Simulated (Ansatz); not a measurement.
Mg₃H₃. The state is a doublet with charge 0. Geometry PBE-D4/def2-TZVP.

```xyz
6

Mg   -1.2929    1.2598    0.4470
Mg    0.4682   -0.9183    0.3844
Mg    0.1539    1.6362   -2.1651
H     0.4423    0.8322    1.1091
H     1.5655   -2.2359    0.2980
H    -1.3370   -0.5740   -0.0733
```

The structure comes from a short search, and lower isomers may exist.

(1) Estimate the α-spin orbital energies around the gap (eV) in Ansatz with BLYP-D4/def2-TZVP, r2SCAN-D4/def2-TZVP, r2SCAN-D4/def2-TZVPD, PBE0-D4/def2-SVP, PBE0-D4/def2-TZVP.

Results:

(1) 
| orbital | BLYP-D4/def2-TZVP | r2SCAN-D4/def2-TZVP | r2SCAN-D4/def2-TZVPD | PBE0-D4/def2-SVP | PBE0-D4/def2-TZVP |
| --- | --- | --- | --- | --- | --- |
| HOMO−5 | -46.41 | -47.76 | -47.75 | -50.84 | -50.42 |
| HOMO−4 | -8.92 | -9.48 | -9.47 | -10.62 | -10.55 |
| HOMO−3 | -6.40 | -6.84 | -6.84 | -7.70 | -7.69 |
| HOMO−2 | -6.05 | -6.35 | -6.34 | -7.30 | -7.30 |
| HOMO−1 | -5.38 | -5.71 | -5.70 | -6.37 | -6.37 |
| HOMO | -3.86 | -4.25 | -4.25 | -4.75 | -4.75 |
| LUMO | -2.35 | -2.52 | -2.52 | -2.09 | -2.03 |
| LUMO+1 | -1.77 | -1.95 | -1.94 | -1.51 | -1.48 |
| LUMO+2 | -1.53 | -1.61 | -1.61 | -1.20 | -1.18 |
| LUMO+3 | -0.36 | -0.42 | -0.46 | 0.01 | 0.00 |
| LUMO+4 | -0.29 | 0.03 | -0.04 | 0.32 | 0.24 |
| LUMO+5 | 0.02 | 0.19 | 0.07 | 0.54 | 0.47 |
| β HOMO | -5.27 | -5.52 | -5.51 | -6.15 | -6.16 |
| β LUMO | -3.03 | -2.76 | -2.76 | -2.48 | -2.47 |
